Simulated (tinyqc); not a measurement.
Worked calculation: UKS/B3LYP (VWN-RPA form) in the sto-3g basis, for BH2, spin multiplicity 2. This run ends on a higher stationary point, not on the lowest solution. One step of it, computed by the program tinyqc.

Task: Iteration 2: building the Kohn-Sham matrix. J_ij = sum D_kl (ij|kl) with D = D(alpha) + D(beta), K_ij = sum D_kl (ik|jl) for each spin; F = H + J - 0.2 K(s) + V_xc; E = tr D H + tr D J / 2 - 0.1 sum_s tr D(s) K(s) + E_xc + E_nn.

D(alpha) after iteration 1, lower triangle:
```
            1B 1s     1B 2s    1B 2px     1B 2py    1B 2pz      2H 1s     3H 1s
1B 1s    1.019812
1B 2s   -0.074015  0.316473
1B 2px   0.000000  0.000000  1.000000
1B 2py   0.000000  0.000000  0.000000   0.151811
1B 2pz  -0.008076  0.020250  0.000000   0.000000  0.001307
2H 1s   -0.095961  0.239010  0.000000   0.205934  0.015427   0.461463
3H 1s   -0.095961  0.239010  0.000000  -0.205934  0.015427  -0.097245  0.461463
```

D(beta) after iteration 1, lower triangle:
```
            1B 1s     1B 2s    1B 2px     1B 2py    1B 2pz      2H 1s     3H 1s
1B 1s    1.014054
1B 2s   -0.053855  0.247063
1B 2px   0.000000  0.000000  0.000000
1B 2py   0.000000  0.000000  0.000000   0.139860
1B 2pz  -0.009344  0.022595  0.000000   0.000000  0.002086
2H 1s   -0.095432  0.230586  0.000000   0.201116  0.021287   0.506446
3H 1s   -0.095432  0.230586  0.000000  -0.201116  0.021287  -0.071959  0.506446
```

core Hamiltonian H = T + V (hartree), lower triangle:
```
             1B 1s      1B 2s     1B 2px     1B 2py     1B 2pz      2H 1s      3H 1s
1B 1s   -13.048647
1B 2s    -3.383282  -4.131127
1B 2px    0.000000   0.000000  -3.281741
1B 2py    0.000000   0.000000   0.000000  -3.427824
1B 2pz   -0.007762  -0.074363   0.000000   0.000000  -3.297506
2H 1s    -0.466319  -1.252284   0.000000  -1.172544  -0.393837  -2.467999
3H 1s    -0.466319  -1.252284   0.000000   1.172544  -0.393837  -0.121146  -2.467999
```

Two-electron integrals (ij|kl) in chemists' order, unique and non-zero (hartree):
```
(11|11) 2.923513    (21|11) 0.518376    (21|21) 0.109262    (22|11) 0.744229
(22|21) 0.193177    (22|22) 0.544804    (31|31) 0.020264    (32|31) 0.029996
(32|32) 0.120346    (33|11) 0.742491    (33|21) 0.193240    (33|22) 0.544682
(33|33) 0.586773    (41|41) 0.020264    (42|41) 0.029996    (42|42) 0.120346
(43|43) 0.031630    (44|11) 0.742491    (44|21) 0.193240    (44|22) 0.544682
(44|33) 0.523513    (44|44) 0.586773    (51|51) 0.020264    (52|51) 0.029996
(52|52) 0.120346    (53|53) 0.031630    (54|54) 0.031630    (55|11) 0.742491
(55|21) 0.193240    (55|22) 0.544682    (55|33) 0.523513    (55|44) 0.523513
(55|55) 0.586773    (61|11) 0.070169    (61|21) 0.014746    (61|22) 0.026193
(61|33) 0.026075    (61|41) 0.000983    (61|42) 0.001831    (61|44) 0.026408
(61|51) 0.000323    (61|52) 0.000602    (61|54) 0.000109    (61|55) 0.026111
(61|61) 0.002049    (62|11) 0.190118    (62|21) 0.050236    (62|22) 0.158645
(62|33) 0.153928    (62|41) 0.005210    (62|42) 0.033439    (62|44) 0.166558
(62|51) 0.001711    (62|52) 0.010985    (62|54) 0.004149    (62|55) 0.155291
(62|61) 0.007238    (62|62) 0.067374    (63|31) 0.004719    (63|32) 0.022801
(63|43) 0.006026    (63|53) 0.001980    (63|63) 0.006844    (64|11) 0.177427
(64|21) 0.047462    (64|22) 0.158097    (64|33) 0.149844    (64|41) 0.008879
(64|42) 0.052752    (64|44) 0.173204    (64|51) 0.001367    (64|52) 0.009839
(64|54) 0.005695    (64|55) 0.151064    (64|61) 0.007121    (64|62) 0.078274
(64|64) 0.095928    (65|11) 0.058286    (65|21) 0.015592    (65|22) 0.051936
(65|33) 0.049225    (65|41) 0.001367    (65|42) 0.009839    (65|44) 0.052940
(65|51) 0.005168    (65|52) 0.026033    (65|54) 0.007246    (65|55) 0.053585
(65|61) 0.002339    (65|62) 0.025714    (65|64) 0.029265    (65|65) 0.016457
(66|11) 0.361790    (66|21) 0.097288    (66|22) 0.348891    (66|33) 0.329132
(66|41) 0.011259    (66|42) 0.098203    (66|44) 0.382193    (66|51) 0.003699
(66|52) 0.032261    (66|54) 0.017431    (66|55) 0.334858    (66|61) 0.014192
(66|62) 0.197107    (66|64) 0.247441    (66|65) 0.081287    (66|66) 0.774606
(71|11) 0.070169    (71|21) 0.014746    (71|22) 0.026193    (71|33) 0.026075
(71|41) -0.000983   (71|42) -0.001831   (71|44) 0.026408    (71|51) 0.000323
(71|52) 0.000602    (71|54) -0.000109   (71|55) 0.026111    (71|61) 0.001947
(71|62) 0.006530    (71|64) 0.005939    (71|65) 0.002123    (71|66) 0.012591
(71|71) 0.002049    (72|11) 0.190118    (72|21) 0.050236    (72|22) 0.158645
(72|33) 0.153928    (72|41) -0.005210   (72|42) -0.033439   (72|44) 0.166558
(72|51) 0.001711    (72|52) 0.010985    (72|54) -0.004149   (72|55) 0.155291
(72|61) 0.006530    (72|62) 0.039672    (72|64) 0.035488    (72|65) 0.014812
(72|66) 0.085460    (72|71) 0.007238    (72|72) 0.067374    (73|31) 0.004719
(73|32) 0.022801    (73|43) -0.006026   (73|53) 0.001980    (73|63) 0.003486
(73|73) 0.006844    (74|11) -0.177427   (74|21) -0.047462   (74|22) -0.158097
(74|33) -0.149844   (74|41) 0.008879    (74|42) 0.052752    (74|44) -0.173204
(74|51) -0.001367   (74|52) -0.009839   (74|54) 0.005695    (74|55) -0.151064
(74|61) -0.005939   (74|62) -0.035488   (74|64) -0.029463   (74|65) -0.013057
(74|66) -0.075465   (74|71) -0.007121   (74|72) -0.078274   (74|74) 0.095928
(75|11) 0.058286    (75|21) 0.015592    (75|22) 0.051936    (75|33) 0.049225
(75|41) -0.001367   (75|42) -0.009839   (75|44) 0.052940    (75|51) 0.005168
(75|52) 0.026033    (75|54) -0.007246   (75|55) 0.053585    (75|61) 0.002123
(75|62) 0.014812    (75|64) 0.013057    (75|65) 0.008894    (75|66) 0.033029
(75|71) 0.002339    (75|72) 0.025714    (75|74) -0.029265   (75|75) 0.016457
(76|11) 0.017290    (76|21) 0.004542    (76|22) 0.014037    (76|33) 0.013747
(76|44) 0.014260    (76|51) 0.000292    (76|52) 0.001788    (76|55) 0.014092
(76|61) 0.000624    (76|62) 0.004594    (76|64) 0.004717    (76|65) 0.001934
(76|66) 0.011355    (76|71) 0.000624    (76|72) 0.004594    (76|74) -0.004717
(76|75) 0.001934    (76|76) 0.000414    (77|11) 0.361790    (77|21) 0.097288
(77|22) 0.348891    (77|33) 0.329132    (77|41) -0.011259   (77|42) -0.098203
(77|44) 0.382193    (77|51) 0.003699    (77|52) 0.032261    (77|54) -0.017431
(77|55) 0.334858    (77|61) 0.012591    (77|62) 0.085460    (77|64) 0.075465
(77|65) 0.033029    (77|66) 0.191423    (77|71) 0.014192    (77|72) 0.197107
(77|74) -0.247441   (77|75) 0.081287    (77|76) 0.011355    (77|77) 0.774606
```

nuclear repulsion = 3.82925657 hartree

V_xc(alpha) (hartree), lower triangle:
```
            1B 1s      1B 2s     1B 2px     1B 2py     1B 2pz      2H 1s      3H 1s
1B 1s   -1.532089
1B 2s   -0.235870  -0.367231
1B 2px   0.000000   0.000000  -0.396892
1B 2py   0.000000   0.000000   0.000000  -0.380435
1B 2pz  -0.000949  -0.017484   0.000000   0.000000  -0.316800
2H 1s   -0.032139  -0.122339   0.000000  -0.132306  -0.044316  -0.385409
3H 1s   -0.032139  -0.122339   0.000000   0.132306  -0.044316  -0.009933  -0.385409
```

V_xc(beta) (hartree), lower triangle:
```
            1B 1s      1B 2s     1B 2px     1B 2py     1B 2pz      2H 1s      3H 1s
1B 1s   -1.523014
1B 2s   -0.229336  -0.325753
1B 2px   0.000000   0.000000  -0.309455
1B 2py   0.000000   0.000000   0.000000  -0.363705
1B 2pz  -0.000868  -0.019438   0.000000   0.000000  -0.297550
2H 1s   -0.031361  -0.117021   0.000000  -0.131257  -0.044166  -0.389533
3H 1s   -0.031361  -0.117021   0.000000   0.131257  -0.044166  -0.009307  -0.389533
```

E_xc = sum of w rho eps_xc = -3.85162475 hartree

Give: Coulomb J; exchange K(alpha); exchange K(beta); F(alpha); F(beta); total energy of this density.

Result:

Coulomb J (hartree), lower triangle:
```
         1B 1s   1B 2s  1B 2px   1B 2py  1B 2pz   2H 1s   3H 1s
1B 1s   8.4898
1B 2s   1.7349  3.6903
1B 2px  0.0000  0.0000  3.6618
1B 2py  0.0000  0.0000  0.0000   3.7815
1B 2pz  0.0149  0.1111  0.0000   0.0000  3.6148
2H 1s   0.2357  1.1299  0.0000   1.1575  0.3934  2.8095
3H 1s   0.2357  1.1299  0.0000  -1.1575  0.3934  0.0980  2.8095
```

exchange K(alpha) (hartree), lower triangle:
```
          1B 1s   1B 2s  1B 2px   1B 2py  1B 2pz   2H 1s   3H 1s
1B 1s    2.9521
1B 2s    0.5668  0.6091
1B 2px   0.0000  0.0000  0.6766
1B 2py   0.0000  0.0000  0.0000   0.4594
1B 2pz  -0.0018  0.0706  0.0000   0.0000  0.1371
2H 1s    0.0774  0.3073  0.0000   0.2972  0.0747  0.5963
3H 1s    0.0774  0.3073  0.0000  -0.2972  0.0747  0.0174  0.5963
```

exchange K(beta) (hartree), lower triangle:
```
          1B 1s   1B 2s  1B 2px   1B 2py  1B 2pz   2H 1s   3H 1s
1B 1s    2.9281
1B 2s    0.5371  0.4592
1B 2px   0.0000  0.0000  0.0822
1B 2py   0.0000  0.0000  0.0000   0.4157
1B 2pz  -0.0018  0.0759  0.0000   0.0000  0.1005
2H 1s    0.0730  0.2817  0.0000   0.2927  0.0784  0.6148
3H 1s    0.0730  0.2817  0.0000  -0.2927  0.0784  0.0173  0.6148
```

F(alpha) (hartree), lower triangle:
```
          1B 1s    1B 2s   1B 2px   1B 2py   1B 2pz    2H 1s    3H 1s
1B 1s   -6.6814
1B 2s   -1.9976  -0.9299
1B 2px   0.0000   0.0000  -0.1522
1B 2py   0.0000   0.0000   0.0000  -0.1186
1B 2pz   0.0065   0.0052   0.0000   0.0000  -0.0269
2H 1s   -0.2782  -0.3061   0.0000  -0.2068  -0.0597  -0.1631
3H 1s   -0.2782  -0.3061   0.0000   0.2068  -0.0597  -0.0366  -0.1631
```

F(beta) (hartree), lower triangle:
```
          1B 1s    1B 2s  1B 2px   1B 2py   1B 2pz    2H 1s    3H 1s
1B 1s   -6.6675
1B 2s   -1.9851  -0.8584
1B 2px   0.0000   0.0000  0.0541
1B 2py   0.0000   0.0000  0.0000  -0.0931
1B 2pz   0.0066   0.0021  0.0000   0.0000  -0.0003
2H 1s   -0.2766  -0.2957  0.0000  -0.2049  -0.0603  -0.1709
3H 1s   -0.2766  -0.2957  0.0000   0.2049  -0.0603  -0.0360  -0.1709
```

total energy of this density = -25.443555 hartree
